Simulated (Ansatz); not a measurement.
Reaction (SMILES): [Cl][Al][Cl] → Al atom + 2 Cl atom
B3LYP-D3(BJ)/def2-TZVP geometries, fixed; electronic energies without zero-point terms.

Core correlation in the atomisation energy at MP2 with Ansatz (a first-principles code), in kcal/mol: frozen core against 1s of Al to Cl frozen alone. Open shells are unrestricted.

```
basis        functions, most  frozen core
-----------  ---------------  -----------
cc-pV(D+d)Z               69       182.83
cc-pCVDZ                  81       178.92
cc-pV(T+d)Z              117       197.19
cc-pCVTZ                 177       196.92
cc-pwCVTZ                177       197.60
cc-pV(Q+d)Z              192       202.73
cc-pCVQZ                 327       202.82
cc-pwCVQZ                327       202.98
```

Problem. How large is the core term in each set?

Solution. The largest core-valence set, cc-pwCVQZ, gives a core term of -1.00 kcal/mol; the valence set cc-pV(Q+d)Z, which lacks functions for the core, gives 5.88. By row: cc-pV(D+d)Z 0.52, cc-pCVDZ 0.08, cc-pV(T+d)Z 2.31, cc-pCVTZ -0.95, cc-pwCVTZ -1.17, cc-pV(Q+d)Z 5.88, cc-pCVQZ -0.96, cc-pwCVQZ -1.00.
